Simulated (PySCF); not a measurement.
Molecule: SMILES OP(=O)(O)O, H3O4P.

Bonds (- single, = double, # triple, : aromatic): O1=P2 1.471 Å, P2-O3 1.613 Å, P2-O4 1.611 Å, P2-O5 1.600 Å. O3 carries H6; O4 carries H7; O5 carries H8.

Geometry PBE0-D3(BJ)/def2-SVP throughout; GIAO in PySCF 2.14.0 with density-fitted response routines, gas phase, one conformer, non-relativistic; equivalent atoms averaged; basis pcSseg-2.

Q: How do the shifts δ (against H2O, H3PO4, TMS at the same level) depend on the functional? (ppm; last column core-seconds on 1 thread of an Arm Neoverse V1, shared host; the GGAs took longer than the global hybrids here, which isn't the general rule, and the cause wasn't traced)

A: 
| functional | kind | O1 | O3/O4/O5 | P2 | H6/H7/H8 | core-s |
| --- | --- | --- | --- | --- | --- | --- |
| HF | Hartree–Fock | 100.4 | 83.6 | -2.6 | 3.81 | 9.1 |
| LDA | LDA | 161.0 | 130.8 | -2.5 | 3.46 | 21 |
| PBE | GGA | 146.7 | 119.8 | -2.3 | 3.24 | 24 |
| BLYP | GGA | 143.3 | 118.4 | -2.4 | 3.22 | 25 |
| BP86 | GGA | 144.6 | 118.0 | -2.3 | 3.25 | 25 |
| OPBE | GGA | 140.7 | 113.0 | -2.0 | 3.28 | 25 |
| KT2 | GGA | 142.7 | 115.6 | -2.0 | 3.25 | 27 |
| KT3 | GGA | 135.7 | 110.2 | -2.0 | 3.23 | 27 |
| B97-D | GGA | 135.8 | 111.2 | -2.3 | 3.28 | 25 |
| B3LYP | global hybrid | 135.5 | 111.4 | -2.5 | 3.38 | 17 |
| PBE0 | global hybrid | 135.8 | 110.3 | -2.4 | 3.41 | 18 |
| mPW1PW91 | global hybrid | 134.9 | 109.4 | -2.4 | 3.42 | 16 |

Q: Which nucleus moves most, in ppm?

A: O1 (P=O oxygen): from 100.4 ppm with HF to 161.0 ppm with LDA. The smallest spread is 0.59 ppm, at H6/H7/H8.
